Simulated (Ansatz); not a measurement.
**CH₃S+ (SMILES C=[SH+]): functionals against CCSD(T) at one geometry**

The task here is to estimate one member of a computed series from the others.

Computed with Ansatz 0.2.0, Gaussian basis. Level: single points in def2-TZVPP.

Cores are frozen in the correlated methods. B3LYP uses VWN-RPA correlation.

### The starting structure

SMILES `C=[SH+]`, 5 atoms, charge 1, spin multiplicity 1.

Atoms are counted from 1 here; the program's logs count them from 0.

Bond lengths: C1–S2 1.819 Å, C1–H3 1.220 Å, C1–H4 0.918 Å, S2–H5 1.293 Å. Angles: S2–C1–H3 119.4°, S2–C1–H4 137.0°, H3–C1–H4 101.8°, C1–S2–H5 96.5°.

Coordinates:

| atom | x (Å) | y (Å) | z (Å) |
| --- | --- | --- | --- |
| C1 | -0.3101 | -0.4715 | -0.0483 |
| S2 | 1.0703 | 0.6351 | 0.3729 |
| H3 | -0.5247 | -1.4528 | 0.6441 |
| H4 | -1.0736 | -0.4297 | -0.5559 |
| H5 | 0.6222 | 1.6728 | -0.2540 |

Set-up of the first run:

run/in.yaml reads:

```yaml
crystal:
  periodic: [false, false, false]
  atoms:
    - {symbol: C, position_ang: [-0.310100, -0.471500, -0.048300]}
    - {symbol: S, position_ang: [1.070300, 0.635100, 0.372900]}
    - {symbol: H, position_ang: [-0.524700, -1.452800, 0.644100]}
    - {symbol: H, position_ang: [-1.073600, -0.429700, -0.555900]}
    - {symbol: H, position_ang: [0.622200, 1.672800, -0.254000]}
basis:
  gaussian: {orbitals: def2-TZVPP}
total_charge: 1
correlation: {method: ccsd_t}
output: {forces: true}
```

The command line of these runs was not kept.

Steps of the session up to this table: CCSD(T)/def2-TZVPP; PBE0-D4/def2-TZVPP; wB97M-V/def2-TZVPP; r2SCAN-D4/def2-TZVPP; PBE-D4/def2-TZVPP; B3LYP-D4/def2-TZVPP; wB97X-V/def2-TZVPP.

One table of the session follows, with a row left open; its other results are not shown here.

| method | RMS force component (eV/Å) | angle to CCSD(T) forces (°) |
| --- | --- | --- |
| CCSD(T) | 4.641 | reference |
| PBE0-D4 | 4.764 | 1.9 |
| wB97M-V | 4.710 | 2.2 |
| r2SCAN-D4 | 4.679 | 1.3 |
| PBE-D4 | ? | ? |
| B3LYP-D4 | 4.617 | 0.9 |
| wB97X-V | 4.820 | 2.3 |

Estimate the missing values for PBE-D4.

The run gave: RMS force component (eV/Å): 4.676; angle to CCSD(T) forces (°): 2.5. In the column «RMS force component (eV/Å)» it lies between CCSD(T) (4.641) and r2SCAN-D4 (4.679).
